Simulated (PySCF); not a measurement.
# Working out the ionisation energy of B

B [He] 2s2 2p1 (2P) → B⁺ [He] 2s2 (1S). Calculation: PySCF 2.14, in pcseg-2; no relativity, point nucleus. Frozen: 1s2. Energies in hartree (1 hartree = 27.21139 eV):

```tsv
part	B (lower)	B⁺ (upper)
UHF	-24.529208	-24.234825
CCSD correlation	-0.061884	-0.058434
(T)	-0.001176	0.000000
```

Q: What does Hartree-Fock give?

A: (-24.234825) − (-24.529208) = 0.294383 hartree = 8.011 eV.

Q: What do CCSD and CCSD(T) give?

A: The CCSD correlation energies differ by 0.003450 hartree = 0.094 eV and the triples by 0.001176 hartree = 0.032 eV, so CCSD gives 8.105 eV and CCSD(T) 8.137 eV.

Measured between the centres of the two terms (NIST): 8.297 eV, so CCSD(T) (valence) is off by -0.160 eV.

The coupled-cluster amplitudes are large, so a single reference is strained.

What remains against the reference includes basis incompleteness, the frozen core and higher excitations.
